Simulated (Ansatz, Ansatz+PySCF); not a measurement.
| atom | x (Å) | y (Å) | z (Å) |
| --- | --- | --- | --- |
| C | 0.0098 | -0.4075 | -0.0961 |
| O | 0.0041 | -0.3711 | 1.0977 |
| O | -0.0024 | 0.6541 | -0.9103 |
| H | -0.0078 | -1.3363 | -0.6938 |
| H | -0.0063 | 1.4500 | -0.3355 |

RHF-MP2 on singlet CH2O2 was run in several spherical basis sets with Ansatz (development build ahead of 0.2.0). Frozen core: 3 orbitals.

Problem. Rank the basis sets by the total energy that they give, lowest first, with the distance from the lowest.
A. def2-SVP
B. cc-pVTZ
C. def2-TZVP
D. cc-pVDZ
E. STO-3G
F. 6-31G(d)

Solution. B (0.00 eV), C (0.02 eV), D (5.17 eV), F (6.45 eV), A (9.64 eV), E (84.44 eV).

Totals follow the description of the cores as much as that of the bonds, so this order isn't one of quality for chemistry.
